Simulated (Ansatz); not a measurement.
# singlet SiH2Cl+: levels of theory compared

We compute a comparison of 6 runs (HF/STO-3G, BLYP/STO-3G, BCCD(T)/STO-3G, CCSDT(Q)/STO-3G, CCSDT/STO-3G, CCSDTQ/STO-3G) of singlet SiH2Cl+. 

The results are computed with Ansatz 0.2.0.

52 further runs of the same task are left out: 52 set aside as unsound or not needed.

## Step 1: The system as given

SiH2Cl+ has 4 atoms, charge +1, and is taken as a singlet. SMILES of the parent species: `[SiH2]Cl`. Geometry: relaxed at GFN2-xTB. That shape belongs to the parent species and isn't relaxed for this state.

Bond lengths: Si1–Cl2 2.022 Å, Si1–H3 1.451 Å, Si1–H4 1.451 Å. Angles: Cl2–Si1–H3 110.3°, Cl2–Si1–H4 110.2°, H3–Si1–H4 114.9°.

## Step 2: A single-point energy at HF/STO-3G (run 1)

File run.yaml:

```yaml
crystal:
  periodic: [false, false, false]
  atoms:
    - {symbol: Si, position_ang: [-0.283580, 0.237700, 0.131590]}
    - {symbol: Cl, position_ang: [1.597690, -0.059610, 0.811090]}
    - {symbol: H, position_ang: [-1.065000, -0.978280, 0.263310]}
    - {symbol: H, position_ang: [-0.249110, 0.800200, -1.205980]}
basis:
  gaussian: {orbitals: STO-3G}
hamiltonian: {xc: hf}
total_charge: 1
accuracy: high
```

Launch:

```sh
$ ansatz run run.yaml --threads 1 --pin off --max-ram 2610MiB --events-out events.jsonl --progress --plain --runs-dir runs
```

What it wrote:

```text
Warning: RAYON_NUM_THREADS=1 ignored (pool sized by the plan → 1); use --threads N
Functional definition: HF
  name "HF"
  exchange = exact_x
  correlation = 0
341 factors; integrals over basis functions are off by at most 3.1e-9 eV
mean field evaluation 1: about -20163.8006 eV, gradient 2.0e1 eV
mean field evaluation 2: about -20163.8109 eV, gradient 2.0e1 eV
mean field evaluation 4: about -20166.2774 eV, gradient 9.9e-1 eV
mean field evaluation 8: about -20166.2866 eV, gradient 2.8e-2 eV
mean field -20166.28660585 eV, -741.0973635650 hartree, gradient 7.5e-8 eV, S^2 0.000000; 0 other end points of the search recorded, 0 dependent functions left out
reference -20166.28660585 eV, -741.0973635650 hartree; 16, 16 occupied and 4, 4 virtual orbitals, 341 factors
Total energy: -20166.28660585 eV, -741.0973635650 hartree
```

Run time: 0.16 s. Hardware: 1 thread of AMD EPYC 7R43 (Zen 3), shared host.

## Step 3: A single-point energy at BLYP/STO-3G (run 2)

Changes to run.yaml since step 2:

```diff
@@ -9,4 +9,4 @@
   gaussian: {orbitals: STO-3G}
-hamiltonian: {xc: hf}
+accuracy: high
+hamiltonian: {xc: {name: BLYP}}
 total_charge: 1
-accuracy: high
```

Launch:

```sh
$ ansatz run run.yaml --threads 1 --pin off --max-ram 2610MiB --events-out events.jsonl --progress --plain --runs-dir runs
```

What it wrote:

```text
Warning: RAYON_NUM_THREADS=1 ignored (pool sized by the plan → 1); use --threads N
Functional definition: BLYP
  name "BLYP"
  parameter beta = 0.0042
  parameter a = 0.04918
  parameter b = 0.132
  parameter c = 0.2533
  parameter d = 0.349
  exchange = b88_x(beta = beta)
  correlation = lyp_c(a = a, b = b, c = c, d = d)
341 factors; integrals over basis functions are off by at most 3.1e-9 eV
mean field evaluation 1: about -20190.8066 eV, gradient 2.7e1 eV
mean field evaluation 2: about -20157.4875 eV, gradient 8.0e1 eV
mean field evaluation 4: about -20195.2084 eV, gradient 2.2e0 eV
mean field evaluation 8: about -20195.2024 eV, gradient 2.4e-2 eV
mean field evaluation 16: about -20195.2024 eV, gradient 6.4e-7 eV
mean field -20195.20236901 eV, -742.1599982614 hartree, gradient 4.9e-9 eV, S^2 0.000000; 0 other end points of the search recorded, 0 dependent functions left out
reference -20195.20240394 eV, -742.1599995449 hartree; 16, 16 occupied and 4, 4 virtual orbitals, 341 factors
Total energy: -20195.20240394 eV, -742.1599995449 hartree
```

It took 0.91 s on 1 thread of AMD EPYC 7R43 (Zen 3), shared host; peak memory 0.11 GiB.

## Step 4: A single-point energy at BCCD(T)/STO-3G (run 3)

File run.yaml:

```yaml
crystal:
  periodic: [false, false, false]
  atoms:
    - symbol: Si
      position_ang: [-0.283580, 0.237700, 0.131590]
    - symbol: Cl
      position_ang: [1.597690, -0.059610, 0.811090]
    - symbol: H
      position_ang: [-1.065000, -0.978280, 0.263310]
    - symbol: H
      position_ang: [-0.249110, 0.800200, -1.205980]
basis:
  gaussian: {orbitals: STO-3G}
total_charge: 1
correlation: {method: bccd_t, frozen_orbitals: {Cl: 5, H: 0, Si: 5}}
accuracy: high
scf: {omitted_lower_state_checks: [cluster_reference, increment]}
```

Launch:

```sh
$ ansatz run run.yaml --threads 1 --pin off --max-ram 2610MiB --events-out events.jsonl --progress --plain --runs-dir runs
```

What it wrote (excerpt; [...] marks lines left out):

```text
Warning: RAYON_NUM_THREADS=1 ignored (pool sized by the plan → 1); use --threads N
[... 2 set-up lines as earlier in the session ...]
[...]
341 factors; integrals over basis functions are off by at most 3.1e-9 eV
[...]
mean field -20166.28660585 eV, -741.0973635650 hartree, gradient 7.5e-8 eV, S^2 0.000000; 0 other end points of the search recorded, 0 dependent functions left out
10 core orbitals not correlated: weight in the atoms' cores, before any rotation towards them, 1.000 or more for the frozen orbitals, at most 0.000 for the correlated occupied ones
reference -20166.28660585 eV, -741.0973635650 hartree; 6, 6 occupied and 4, 4 virtual orbitals, 341 factors
second order -1.33929288 eV of doubles, -0.00000000 eV of singles
cycle   1  -1.63879528 eV  change   -3.0e-1 eV  update   8.0e-2
[...]
cycle  22  -1.85297821 eV  change  -5.8e-10 eV  update   1.0e-9
perturbative correction -0.09450800 eV, -0.0034731051 hartree
Total energy: -20168.23409207 eV, -741.1689323634 hartree
Checks for a lower state left out: cluster_reference, increment
```

Run time: 0.26 s. Hardware: 1 thread of AMD EPYC 7R43 (Zen 3), shared host.

Runs 4 to 5 aren't shown in full; the table further down has their settings and results.

## Step 5: A single-point energy at CCSDTQ/STO-3G (run 6)

File input.yaml:

```yaml
crystal:
  periodic: [false, false, false]
  atoms:
    - symbol: Si
      position_ang: [-0.283580, 0.237700, 0.131590]
    - symbol: Cl
      position_ang: [1.597690, -0.059610, 0.811090]
    - symbol: H
      position_ang: [-1.065000, -0.978280, 0.263310]
    - symbol: H
      position_ang: [-0.249110, 0.800200, -1.205980]
basis:
  gaussian:
    orbitals: STO-3G
total_charge: 1
correlation:
  method: ccsdtq
  frozen_orbitals: {Cl: 5, H: 0, Si: 5}
accuracy: high
scf:
  omitted_lower_state_checks: [cluster_reference, increment]
```

Launch:

```sh
$ ansatz run input.yaml --threads 1 --pin off --max-ram 2610MiB --events-out events.jsonl --progress --plain --runs-dir runs
```

What it wrote (excerpt; [...] marks lines left out):

```text
Warning: RAYON_NUM_THREADS=1 ignored (pool sized by the plan → 1); use --threads N
[... 2 set-up lines as earlier in the session ...]
[...]
341 factors; integrals over basis functions are off by at most 3.1e-9 eV
[...]
mean field -20166.28660585 eV, -741.0973635650 hartree, gradient 7.5e-8 eV, S^2 0.000000; 0 other end points of the search recorded, 0 dependent functions left out
10 core orbitals not correlated: weight in the atoms' cores, before any rotation towards them, 1.000 or more for the frozen orbitals, at most 0.000 for the correlated occupied ones
reference -20166.28660585 eV, -741.0973635650 hartree; 6, 6 occupied and 4, 4 virtual orbitals, 341 factors
second order -1.33929288 eV of doubles, -0.00000000 eV of singles
cycle   1  -1.63092236 eV  change   -2.9e-1 eV  update   8.6e-2
[...]
cycle  28  -1.97223519 eV  change  -9.8e-10 eV  update  6.8e-10
Total energy: -20168.25884104 eV, -741.1698418713 hartree
Checks for a lower state left out: cluster_reference, increment
```

Wall time 2.3 s (1 thread of AMD EPYC 7R43 (Zen 3), shared host); peak memory 0.1 GiB.

## Step 6: The series

```
run            level  frozen core orbitals  energy (Eh)  wall time
  1        HF/STO-3G                     –  -741.097364     0.16 s
  2      BLYP/STO-3G                     –  -742.160000     0.91 s
  3   BCCD(T)/STO-3G                    10  -741.168932     0.26 s
  4  CCSDT(Q)/STO-3G                    10  -741.169933      0.3 s
  5     CCSDT/STO-3G                    10  -741.169881     0.28 s
  6    CCSDTQ/STO-3G                    10  -741.169842      2.3 s
```

## Step 7: What came out

| quantity | value |
| --- | --- |
| run 6: total energy | -741.16984 Eh |
| run 6: correlation energy (10 core orbitals frozen) | -72.5 mEh |
| run 6: T1 diagnostic | 0.026 |

In words: Below the HF energy at the same shape and in the same basis (STO-3G): BCCD(T) -71.6 mEh; CCSDT(Q) -72.6 mEh; CCSDT -72.5 mEh; CCSDTQ -72.5 mEh. In runs 1, 2, 3, 4, 5, 6 the basis is minimal, so the values are rough. All runs together took 4.2 s, the longest 2.3 s.
